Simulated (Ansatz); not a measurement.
## Scan of the N2–H4 bond length

LiAlNH3, closed shell, at its PBE0-D4/def2-TZVP minimum:

Li1  (-0.647, -0.859, 1.468)
N2  (-0.221, -1.002, -0.260)
Al3  (0.262, 0.665, -0.254)
H4  (-0.192, -1.631, -1.047)
H5  (0.847, 1.773, -1.225)
H6  (-0.049, 1.055, 1.319)
(Å)

The bond length N2–H4 (1.008 Å at the minimum) is set to the values below, the two halves moving rigidly along the bond. Each method's energies count from its own value at the PBE0-D4 minimum structure. Computed with Ansatz 0.2.0 (basis: def2-TZVPP); correlated methods freeze the cores. The outer core shell of Li, Na, Mg and K is correlated. B3LYP uses VWN-RPA correlation.

```csv
bond length (Å),CCSD(T) (eV),MP2 (eV),PBE-D4 (eV),r2SCAN-D4 (eV)
0.867,0.634,0.638,0.677,0.628
0.897,0.368,0.371,0.402,0.364
0.940,0.127,0.128,0.149,0.126
0.991,0.008,0.008,0.014,0.008
1.047,0.029,0.029,0.017,0.030
1.108,0.178,0.180,0.147,0.179
1.172,0.428,0.435,0.377,0.429
1.240,0.757,0.772,0.686,0.759
1.311,1.139,1.166,1.048,1.143
```

Minimum and curvature along this coordinate at CCSD(T): A fifth-order fit through the nearest points gives 1.010 Å, with a curvature of about 45 eV/Å².

Task: Treat the two halves as rigid bodies and work out the harmonic wavenumber of this stretch from that curvature (ν̃ = 521.5 √(k/μ) cm⁻¹ with k in eV/Å² and μ in u).

Result: The halves weigh 49.95 and 1.01 u, so μ = 49.95 × 1.01/50.96 = 0.990 u and ν̃ = 521.5 √(45/0.990) ≈ 3500 cm⁻¹. A true normal mode mixes in other motions, so this is a guide only.

Largest difference from the CCSD(T) curve over the scan: PBE0-D4 0.046; B3LYP-D4 0.014; wB97M-V 0.045; HF 0.267 eV. Each curve counts from its own value at the minimum.

No T1 diagnostic of these runs exceeds 0.017.

For scale, one of the runs: CCSD(T)/def2-TZVPP, 134 basis functions (an equivalent command: `ansatz run in.yaml --threads 2`). Time: 5.5 s of wall clock on 2 CPU threads; the host was shared. Peak host memory: 0.81 GiB.
